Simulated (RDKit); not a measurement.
RDKit input (MMFF94):

```python
from rdkit import Chem
from rdkit.Chem import AllChem, rdDetermineBonds

mol = Chem.MolFromXYZFile('mol.xyz')
rdDetermineBonds.DetermineBonds(mol, charge=-1)
print('SMILES', Chem.MolToSmiles(Chem.RemoveHs(mol)))
ff = AllChem.MMFFGetMoleculeForceField(mol, AllChem.MMFFGetMoleculeProperties(mol))
e0 = ff.CalcEnergy()
flag = ff.Minimize(maxIts=5000, forceTol=1e-5)
print(f'energy {e0:.4f} -> {ff.CalcEnergy():.4f} kcal/mol, converged: {flag == 0}')
print(Chem.MolToXYZBlock(mol))
```
mol.xyz:
```
5

C      0.01278651     0.10878287     0.77591448
C     -0.01004020     0.03731449    -0.57342092
H      0.02491044    -0.93690889     1.17613433
H     -0.02531590     0.94370798    -1.19774587
H     -0.01607244    -0.88338326    -1.19334978
```

From the last part of the output:

```
SMILES [CH-]=C
energy 35.3963 -> 4.2166 kcal/mol, converged: True
5

C      0.011334   -0.421773    0.534646
C     -0.011889    0.032912   -0.681155
H      0.030412   -0.795310    1.533463
H     -0.020585    1.099951   -0.873209
H     -0.023003   -0.646268   -1.526214
```

The dipole moment of an ion depends on the origin.
